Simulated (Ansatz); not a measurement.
Two isomers of C3H4OS: A = `OCC#CS`, B = `C=CC(O)=S`.

Gas-phase electronic energies from Ansatz, PBE0-D4/def2-TZVP geometries. CCSD(T)/CBS adds triple-zeta CCSD(T) − MP2 to the extrapolated MP2 energy (def2 sets, frozen cores). Functionals use def2-TZVPP. One conformer a species, not always the lowest.

A:

```xyz
9

O    -1.780    1.178    0.101
C    -1.155    0.137   -0.619
C     0.179   -0.196   -0.149
C     1.293   -0.443    0.248
S     2.884   -0.715    0.694
H    -1.152    1.901    0.182
H    -1.808   -0.734   -0.524
H    -1.094    0.374   -1.692
H     2.633   -1.501    1.759
```

B:

```xyz
9

C     0.820    1.372    0.046
C    -0.227    0.572    0.214
C    -0.221   -0.850   -0.127
O    -1.405   -1.402    0.146
S     1.019   -1.708   -0.754
H     1.747    0.986   -0.363
H     0.770    2.421    0.313
H    -1.161    0.945    0.623
H    -1.343   -2.337   -0.098
```

Q: Which is lower in electronic energy at CCSD(T)/CBS, and by how much? (Estimate.)

A: Computed: B, by 144.3 kJ/mol.

Q: Give E(B) − E(A) in kJ/mol with MP2/def2-TZVPP, HF/def2-TZVPP, r2SCAN-D4, PBE-D4, CCSD(T)/def2-TZVPP, CCSD/def2-TZVPP, CCSD(T)/def2-SVP. (Estimate.)

A: Computed: MP2/def2-TZVPP -137.6, HF/def2-TZVPP -134.7, r2SCAN-D4 -158.4, PBE-D4 -155.5, CCSD(T)/def2-TZVPP -144.1, CCSD/def2-TZVPP -136.8, CCSD(T)/def2-SVP -156.8. None reverses the order clearly.

Q: Does the order hold for the free energy at 298.15 K (harmonic terms from PBE0-D4)? (Best estimate.)

A: The calculation gave: Yes: G(B) − G(A) = -131.2 kJ/mol, for one conformer each.

Largest T1 diagnostic: 0.018.

From BLYP to BHLYP (50 % exact exchange), in def2-TZVPP and without D4, E(B) − E(A) moves by +5.0 kJ/mol. At CCSD(T), def2-SVP lies −12.5 kJ/mol from the extrapolated value and def2-TZVPP +0.3 kJ/mol.
